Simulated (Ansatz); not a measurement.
# AlHCl+ (triplet): the correlation ladder, cc-pVDZ

How much of the correlation energy of AlHCl+ (triplet) does each wave-function method recover here?

The runs use Ansatz 0.2.0, Gaussian basis; cc-pVDZ, core rule «outside noble gas», up to 10 orbitals frozen.

Plan: UHF; CCSD(T) on ROHF; CCSD(T) on UHF; BCCD(T) on ROHF; CISD; CCSDT(Q) on ROHF; CCSDT(Q) on UHF; CCSDTQ on ROHF.

17 further runs of the same task are left out: 11 for a known fault of the program, 1 that didn't finish, 5 set aside as unsound or not needed.

**1. The system**

The geometry is a PBE0/def2-TZVP stationary point (not a proven minimum) of the parent state, kept for this charge and spin.

3 atoms, charge 1, spin multiplicity 3.

Atoms are counted from 1 here; the program's logs count them from 0.

Bond lengths: Al1–Cl2 2.197 Å, Al1–H3 1.817 Å. Angles: Cl2–Al1–H3 63.0°.

Coordinates:

```xyz
3
charge 1, multiplicity 3
Al    0.0000   -0.0502    1.2399
Cl    0.0000   -0.0068   -0.9563
H     0.0000    1.5845    0.4462
```

**2. UHF**

File in.yaml:

```yaml
crystal:
  periodic: [false, false, false]
  atoms:
    - {symbol: Al, position_ang: [0.000000, -0.050236, 1.239922]}
    - {symbol: Cl, position_ang: [0.000000, -0.006816, -0.956330]}
    - {symbol: H, position_ang: [0.000000, 1.584516, 0.446218]}
basis:
  gaussian: {orbitals: cc-pVDZ}
total_charge: 1
magnetization: {spin_polarized: true, initial_magnetization: 2}
hamiltonian: {xc: hf}
output: {orbitals: {seedname: orbitals}}
```

Run with:

```sh
ansatz run in.yaml --threads 1 --pin off --events-out ev --progress --plain --max-ram 4096MiB --backend cpu
```

After this run come: CCSD(T) on ROHF; CCSD(T) on UHF; BCCD(T) on ROHF; CISD; CCSDT(Q) on ROHF; CCSDT(Q) on UHF; CCSDTQ on ROHF.

Q: Predict the results of all the runs planned. Wanted: RCCSDTQ below the RHF energy; RMP2 from RCCSDTQ; UMP2 from RCCSDTQ; RCCSD from RCCSDTQ; RCCSD(T) from RCCSDTQ; UCCSD(T) from RCCSDTQ; RCCSDT(Q) from RCCSDTQ; UCCSDT(Q) from RCCSDTQ; T1 diagnostic.

As calculated:

```
                         quantity                                                              value
     RCCSDTQ below the RHF energy                                                         -5.4264 eV
                RMP2 from RCCSDTQ                                                         +748.6 meV
                UMP2 from RCCSDTQ                                                         +761.3 meV
               RCCSD from RCCSDTQ                                                         +194.9 meV
            RCCSD(T) from RCCSDTQ                                                          +35.7 meV
            UCCSD(T) from RCCSDTQ                                                          +37.1 meV
           RCCSDT(Q) from RCCSDTQ                                                           +0.7 meV
           UCCSDT(Q) from RCCSDTQ                                                           -1.9 meV
levels within 1 kcal/mol (43 meV)  RCCSD(T), UCCSD(T), BCCD(T), RCCSDT, UCCSDT, RCCSDT(Q), UCCSDT(Q)
                    T1 diagnostic                                                              0.036
```

What this shows: RCCSD(T) misses by +35.7 meV, 0.7 % of the correlation energy. These misses are within one basis, not against nature; the frozen cores of restricted and unrestricted runs differ, which can shift their rows.
